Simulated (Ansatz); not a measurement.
# CHN: functionals against CCSD(T) at one geometry

One table from this session's results is given with a row withheld; the runs are named, their logs left out.

Method: single points in def2-TZVPP; program: Ansatz 0.2.0, Gaussian basis.

Correlated methods freeze the cores.

## Starting geometry

3 atoms, charge 0, spin multiplicity 1.

Atoms are counted from 1 here; the program's logs count them from 0.

Bond lengths: H1–C2 1.259 Å, H1–N3 1.246 Å, C2–N3 1.205 Å. Angles: C2–H1–N3 57.5°, H1–C2–N3 60.7°, H1–N3–C2 61.8°.

Coordinates:

| atom | x (Å) | y (Å) | z (Å) |
| --- | --- | --- | --- |
| H1 | 0.6005 | 0.3280 | -0.2538 |
| C2 | -0.6514 | 0.2186 | -0.1733 |
| N3 | 0.0478 | -0.5458 | 0.4421 |

Set-up of the first run:

Input file run/in.yaml:

```yaml
crystal:
  periodic: [false, false, false]
  atoms:
    - {symbol: H, position_ang: [0.600500, 0.328000, -0.253800]}
    - {symbol: C, position_ang: [-0.651400, 0.218600, -0.173300]}
    - {symbol: N, position_ang: [0.047800, -0.545800, 0.442100]}
basis:
  gaussian: {orbitals: def2-TZVPP}
correlation: {method: ccsd_t}
output: {forces: true}
```

The command line of these runs was not kept.

Among the steps run: CCSD(T)/def2-TZVPP; PBE0-D4/def2-TZVPP; wB97M-V/def2-TZVPP; r2SCAN-D4/def2-TZVPP; PBE-D4/def2-TZVPP; HSE06-D4/def2-TZVPP; BLYP-D4/def2-TZVPP.

One table of the session follows, with a row left open; its other results are not shown here.

| method | RMS force component (eV/Å) | angle to CCSD(T) forces (°) | dipole (D) |
| --- | --- | --- | --- |
| CCSD(T) | 0.514 | reference | 1.19 |
| PBE0-D4 | 0.924 | 34.6 | 1.23 |
| wB97M-V | 0.992 | 35.2 | 1.22 |
| r2SCAN-D4 | 0.752 | 31.8 | 1.22 |
| PBE-D4 | 0.422 | 12.2 | 1.19 |
| HSE06-D4 | 0.913 | 34.2 | 1.23 |
| BLYP-D4 | ? | ? | ? |

**Question.** Estimate the row for BLYP-D4.

As computed: RMS force component (eV/Å): 0.456; angle to CCSD(T) forces (°): 22.2; dipole (D): 1.18. In the column «RMS force component (eV/Å)» it lies between PBE-D4 (0.422) and CCSD(T) (0.514).
